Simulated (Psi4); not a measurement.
**wB97X/cc-pVTZ run of F2 (SMILES FF)**

Aim: the vertical ionisation energy of F2 at wB97X/cc-pVTZ, from 2 runs. 

The results are computed with Psi4 1.11.

1 further run of the same task is left out (set aside as unsound or not needed).

### 1 The system as given

F2 has 2 atoms, charge 0, and is taken as a singlet. SMILES: `FF`. The shape is that of a PBE0-D4/def2-TZVP optimisation.

Bond lengths: F1–F2 1.376 Å.

### 2 The energy at wB97X/cc-pVTZ

File input.in:

```
memory 1600 mb

molecule system {
  0 1
  F     -0.583900     0.212400    -0.295000
  F      0.583900    -0.212400     0.295000
  units angstrom
  symmetry c1
  no_reorient
  no_com
}

set {
  basis cc-pVTZ
  puream true
  e_convergence 1e-09
  d_convergence 1e-08
  scf_type pk
  dft_radial_points 99
  dft_spherical_points 590
}

energy_value, wavefunction = energy("wb97x", return_wfn=True)
oeprop(wavefunction, "MAYER_INDICES", "QUADRUPOLE", "DIPOLE")
```

Command:

```console
$ psi4 input.in input.out -n 1
```

input.out:

```text
[...]
  Running in c1 symmetry.
[...]
  Nuclear repulsion =   31.159450748216873
[...]
  Multiplicity = 1
[...]
  Nalpha       = 9
  Nbeta        = 9
[...]
    Number of basis functions: 60
[...]
   @RKS iter   1:  -199.51816514306748   -3.58737e-01   4.46263e-03 ADIIS/DIIS
[...]
   @RKS iter   8:  -199.53897649696941   -7.67386e-13   8.80763e-10 DIIS
[...]
    Orbital Energies [Eh]
    ---------------------
    Doubly Occupied:
       1A    -24.847238     2A    -24.847227     3A     -1.490877
       4A     -1.221885     5A     -0.715515     6A     -0.660803
       7A     -0.660803     8A     -0.515597     9A     -0.515597
[...]
  @RKS Final Energy:  -199.53897649696941
   => Energetics <=
    Nuclear Repulsion Energy =             31.1594507482168730
    One-Electron Energy =                -340.2420617717444884
    Two-Electron Energy =                 124.6802368580303551
    DFT Exchange-Correlation Energy =     -15.1366023314721865
    Empirical Dispersion Energy =           0.0000000000000000
    VV10 Nonlocal Energy =                  0.0000000000000000
    Total Energy =                       -199.5389764969694113
[...]
 Multipole Moments:
 ------------------------------------------------------------------------------------
     Multipole            Electronic (a.u.)      Nuclear  (a.u.)        Total (a.u.)
 ------------------------------------------------------------------------------------
 L = 1.  Multiply by 2.5417464519 to convert [e a0] to [Debye]
 Dipole X            :         -0.0000000            0.0000000           -0.0000000
 Dipole Y            :          0.0000000            0.0000000            0.0000000
 Dipole Z            :         -0.0000000            0.0000000           -0.0000000
 Magnitude           :                                                    0.0000000
 L = 2.  Multiply by 1.3450342976 to convert [e a0^2] to [Debye ang]
 Quadrupole XX       :        -28.5913861           21.9152884           -6.6760978
 Quadrupole XY       :          7.8267194           -7.9719254           -0.1452060
[...]
```

It took 3.9 s on 1 thread of Intel Xeon 6975P-C (Granite Rapids), shared host; peak memory 0.45 GiB.

### 3 The doublet cation: energy and gradient at U-wB97X/cc-pVTZ

File f2.json:

```json
{
 "schema_name": "qcschema_input",
 "schema_version": 1,
 "molecule": {
  "schema_name": "qcschema_molecule",
  "schema_version": 2,
  "symbols": ["F", "F"],
  "geometry": [-1.10341108, 0.40137783, -0.55746921, 1.10341108, -0.40137783, 0.55746921],
  "molecular_charge": 1,
  "molecular_multiplicity": 2,
  "fix_symmetry": "c1"
 },
 "driver": "gradient",
 "model": {
  "method": "wb97x",
  "basis": "cc-pVTZ"
 },
 "keywords": {
  "reference": "uks",
  "puream": true,
  "e_convergence": 1e-09,
  "d_convergence": 1e-08,
  "scf_type": "pk",
  "dft_radial_points": 99,
  "dft_spherical_points": 590,
  "maxiter": 200,
  "scf_properties": ["MULLIKEN_CHARGES", "WIBERG_LOWDIN_INDICES", "DIPOLE"]
 }
}
```

Command:

```console
$ psi4 --qcschema f2.json -n 1 --memory 1600MB
```

stdout (excerpt; [...] marks lines left out):

```text
[...]
  Running in c1 symmetry.
[...]
  Nuclear repulsion =   31.159450805153512
[...]
  Multiplicity = 2
[...]
  Nalpha       = 9
  Nbeta        = 8
[...]
    Number of basis functions: 60
[...]
   @UKS iter   1:  -198.86804466637903    2.91383e-01   8.75551e-03 ADIIS/DIIS
[...]
   @UKS iter   9:  -198.96254848609598   -1.18234e-11   7.61052e-09 DIIS
[...]
   @S^2 Observed:                7.530202339E-01
[...]
  @UKS Final Energy:  -198.96254848609598
   => Energetics <=
    Nuclear Repulsion Energy =             31.1594508051535115
    One-Electron Energy =                -331.3167477395369929
    Two-Electron Energy =                 116.0216982477164436
    DFT Exchange-Correlation Energy =     -14.8269497994289789
    Empirical Dispersion Energy =           0.0000000000000000
    VV10 Nonlocal Energy =                  0.0000000000000000
    Total Energy =                       -198.9625484860959830
[...]
 Multipole Moments:
 ------------------------------------------------------------------------------------
     Multipole            Electronic (a.u.)      Nuclear  (a.u.)        Total (a.u.)
 ------------------------------------------------------------------------------------
 L = 1.  Multiply by 2.5417464519 to convert [e a0] to [Debye]
 Dipole X            :         -0.0000000            0.0000000           -0.0000000
 Dipole Y            :          0.0000000            0.0000000            0.0000000
 Dipole Z            :         -0.0000000            0.0000000           -0.0000000
 Magnitude           :                                                    0.0000000
[...]
  Mulliken Charges: (a.u.)
   Center  Symbol    Alpha    Beta     Spin     Total
       1     F     4.50000  4.00000  0.50000  0.50000
       2     F     4.50000  4.00000  0.50000  0.50000
   Total alpha =  9.00000, Total beta =  8.00000, Total charge =  1.00000
  Wiberg Bond Indices using Orthogonal Lowdin Orbitals:
  Total Bond Index:
  Irrep: 1 Size: 2 x 2
                 1                   2
[...]
  -Total Gradient:
     Atom            X                  Y                   Z
    ------   -----------------  -----------------  -----------------
       1       -0.087033052366    -0.000000000000    -0.000000000000
       2        0.087033052366    -0.000000000000    -0.000000000000
[...]
```

The result, in JSON:

```text
{
 "driver": "gradient",
 "model": {
  "method": "wb97x",
  "basis": "cc-pVTZ"
 },
 "success": true,
 "return_result": [-0.08703305236583439, -2.0523037893336207e-14, -5.489573483183494e-14, 0.08703305236597114, -1.1375587064445421e-14, -6.100073467953922e-14],
 "properties": {
  "calcinfo_nbasis": 60,
  "calcinfo_nmo": 60,
  "calcinfo_nalpha": 9,
  "calcinfo_nbeta": 8,
  "calcinfo_natom": 2,
  "nuclear_repulsion_energy": 31.15945080515351,
  "return_energy": -198.96254848609598,
  "return_gradient": [-0.08703305236583439, -2.0523037893336207e-14, -5.489573483183494e-14, 0.08703305236597114, -1.1375587064445421e-14, -6.100073467953922e-14],
  "scf_one_electron_energy": -331.316747739537,
  "scf_two_electron_energy": 116.02169824771644,
  "scf_xc_energy": -14.826949799428979,
  "scf_dipole_moment": [-7.836098436797556e-11, 6.640705863673122e-16, -7.542225560992898e-16],
  "scf_total_energy": -198.96254848609598,
  "scf_total_gradient": [-0.08703305236583439, -2.0523037893336207e-14, -5.489573483183494e-14, 0.08703305236597114, -1.1375587064445421e-14, -6.100073467953922e-14],
  "scf_iterations": 9
 }
}
```

It took 7.8 s on 1 thread of Intel Xeon 6975P-C (Granite Rapids), shared host; peak memory 0.45 GiB.

### 4 What came out

Level: wB97X/cc-pVTZ.

| quantity | value |
| --- | --- |
| singlet F2: total energy | -199.53898 Eh |
| singlet F2: dipole moment | 0.00 D |
| singlet F2: HOMO energy | -14.03 eV |
| singlet F2: LUMO energy | -0.48 eV |
| singlet F2: HOMO–LUMO gap | 13.55 eV |
| doublet cation: total energy | -198.96255 Eh |
| doublet cation: HOMO energy (highest over α and β) | -26.76 eV |
| doublet cation: LUMO energy (lowest over α and β) | -17.37 eV |
| doublet cation: ⟨S²⟩ | 0.753 |
| doublet cation: largest force on an atom | 4.475 eV/Å |
| vertical ionisation energy (to the doublet cation) | 15.685 eV |

In words: The vertical ionisation energy comes to 15.69 eV (362 kcal/mol). −ε(HOMO) before ionisation, 14.03 eV, is 1.66 eV below this ionisation energy.
